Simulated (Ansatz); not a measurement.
C3H5NO can be A, `C1=NCCO1`, or B, `N=CC1CO1`.

Calculated with Ansatz (gas phase, PBE0-D4/def2-TZVP geometries, no zero-point term in ΔE). CBS: MP2 limit from def2 TZ/QZ plus the TZ coupled-cluster correction, frozen cores. DFT in def2-TZVPP. B3LYP here is the variant with VWN-RPA as its local correlation; programs differ in this. Each species was taken in one conformer, which may not be the lowest.

Which isomer does CCSD(T)/CBS put lower? Give the gap. (Best estimate.)

Ansatz gave: A, by 27.9 kcal/mol.

Give E(B) − E(A) in kcal/mol with PBE-D4, BLYP-D4, CCSD(T)/def2-TZVPP, ωB97M-V, B3LYP-D4, MP2/def2-TZVPP, B3LYP. (Best estimate.)

Computed: PBE-D4 26.9, BLYP-D4 26.1, CCSD(T)/def2-TZVPP 28.0, ωB97M-V 27.8, B3LYP-D4 27.4, MP2/def2-TZVPP 27.9, B3LYP 26.7. None reverses the order clearly.

Does the order hold for the free energy at 298.15 K (harmonic terms from PBE0-D4)? (An estimate is asked.)

Ansatz gave: Yes: G(B) − G(A) = +26.2 kcal/mol, for one conformer each.

Largest T1 diagnostic: 0.014.

From BLYP to BHLYP (50 % exact exchange), in def2-TZVPP and without D4, E(B) − E(A) moves by +3.7 kcal/mol. In def2-TZVPP, CCSD(T) changes the Hartree–Fock value by −0.9 kcal/mol (the triples alone add +0.1 kcal/mol) and MP2 by −1.0 kcal/mol.
